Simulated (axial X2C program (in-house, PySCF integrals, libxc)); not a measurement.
**PB⁻: properties at the nuclei**

Aim: properties at the nuclei of PB⁻, with spin–orbit coupling in the Hamiltonian from the start.

Program: an in-house X2C program for linear molecules on PySCF integrals. Level of theory: two-component X2C with atomic mean-field terms, P dyall-av3z, B dyall-av3z. These are calculated values, not measurements.

## Step 1: The job

task.json reads:

```json
{
 "zs": [
  15,
  5
 ],
 "q": -1,
 "bas": [
  "dyall-av3z",
  "dyall-av3z"
 ],
 "r0": 1.8,
 "levels": [
  "PBE0",
  "HF",
  "PBE50",
  "TPSSh",
  "LDA"
 ],
 "nst": 3
}
```

Keys: zs atomic numbers; q charge; bas basis sets; r0 starting distance in Å; levels methods (HF also brings MP2); nst determinants followed.

Launch:

```bash
python soeom.py task.json out
```

After this run come: Expectation values, lowest determinant; Expectation values, a higher determinant.

Before running it: what results should come out? Wanted: lowest determinant; Eeff magnitude; Ws magnitude P; A∥/gI P; qzz P; higher determinant (for each run or level that gives them).

**Answer**, as computed:

| quantity | value |
| --- | --- |
| lowest determinant | Ω = 1/2 (excess of +ω over −ω: ω = 1/2) |
| Eeff magnitude (GV/cm), PBE0 | 0.0521 |
| Ws magnitude P (kHz), PBE0 | 0.0359 |
| A∥/gI P (MHz), PBE0 | 77.1 |
| qzz P (a.u.), PBE0 | -0.42 |
| higher determinant | Ω = 3/2 (excess of +ω over −ω: ω = 3/2) |
| Eeff magnitude (GV/cm), PBE0, higher determinant | 0.00606 |
| Ws magnitude P (kHz), PBE0, higher determinant | 0.00156 |
| A∥/gI P (MHz), PBE0, higher determinant | 114 |
| qzz P (a.u.), PBE0, higher determinant | -1.76 |

What this shows: In the first state, the effective field runs from 0.0303 to 0.0574 GV/cm over the mean-field levels. The expectation values come from single determinants, which for open shells can mix terms of unlike spin or miss the lowest Ω, so a determinant need not be a state. Eeff is the effective electric field on the electron dipole moment in this Ω state and Ws the scalar–pseudoscalar constant (defined with the proton number Z and per Ω); A∥ is the parallel hyperfine constant, which follows by multiplying with the nuclear g factor gI = μI/(I μN); qzz is the electric field gradient, eQq0 = 234.96 MHz × Q/barn × qzz. The operators were transformed with the bare-nucleus X2C matrices.
